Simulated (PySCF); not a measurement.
## Z-propargylimine: full NMR table

- Formula: C3H3N
- SMILES: [H]/N=C\C#C
- Point group of the computed structure: Cs
- Degrees of unsaturation: 3
- Carbon signals: 3
- Proton signals: 3

Bonds (- single, = double, # triple, : aromatic): N2=C3 1.273 Å, C3-C4 1.437 Å, C4#C5 1.213 Å. N2 carries H1; C3 carries H6; C5 carries H7. Stereochemistry as in [H]/N=C\C#C.

Computed data (PySCF 2.14): B3LYP/pcJ-1 coupling constants, geometry from PBE0-D3(BJ)/def2-SVP, shieldings: GIAO B3LYP/pcSseg-2. Relativity neglected, one computed conformer, no solvent model.

Scale: TMS for ¹H (σ = 31.39 ppm) and ¹³C (σ = 179.19 ppm); NH3 for ¹⁵N (σ = 258.52 ppm) (reference shieldings calculated alike).

| carbon | δC, type | δH (multiplicity, J in Hz) | HMBC from (abs. J ≥ 3 Hz) | span of the C tensor (ppm) |
| --- | --- | --- | --- | --- |
| C3 | 163.1, CH | 7.80 (d, 2.1) | H7 | 223 |
| C4 | 84.1, C | – | H6, H7 | 310 |
| C5 | 85.0, CH | 2.97 (d, 2.1) | H6 | 163 |

Other nuclei:
```
atoms  nucleus                    environment  δ (ppm)  σ (ppm)
   H1       ¹H  hydrogen on an imine nitrogen    11.09    20.30
   N2      ¹⁵N                 imine nitrogen    395.7   -137.2
```

Selected couplings (Hz, signed; the shortest-range and largest first, 30 at most; isotopes ¹³C, ¹H, ¹⁵N): ¹J(C5,H7) 278.0, ¹J(C4,C5) 207.0, ¹J(C3,H6) 194.3, ¹J(C3,C4) 88.1, ¹J(N2,C3) -3.1, ²J(N2,H6) -13.6, ²J(C3,C5) 10.6, ²J(N2,C4) 4.0, ³J(N2,C5) -2.8, ⁴J(H6,H7) -2.1.

- Carbon types of the structure: 1 × C, 2 × CH, leaving 1 H on heteroatoms.
- δC 163.1: C=N carbon.
- δC 85.0: terminal alkyne carbon; the triple bond shields along its axis, which puts it between sp3 and sp2 carbons.
- δC 84.1: alkyne carbon; the triple bond shields along its axis, which puts it between sp3 and sp2 carbons.
- δH 11.09: hydrogen on an imine nitrogen; exchangeable; this is the value without hydrogen bonding to other molecules.
- δH 2.97: hydrogen on a terminal alkyne carbon; it lies on the axis of the triple bond, in its shielding cone.

The OH or NH signal is concentration- and solvent-dependent in practice; the value given is the gas-phase one. Splittings below 1 Hz are ignored in the labels, and close J values are merged. Shifts are as computed. Against solution values, carbons near 30 ppm lie about +3 ppm off and those near 130 ppm about +8 ppm. Of 1211 compounds with measured shifts, 218 miss one by over three times the rms of a fit or turn the order of signals round; such compounds aren't used in these exercises. Couplings to exchangeable protons are dropped. Experimental scales use liquid or dissolved standards, which lie at an offset from isolated NH3 (liquid NH3: subtract about 20 ppm). Unscaled 15N shifts of sp2 nitrogen come out 20 to 40 ppm too high even then.
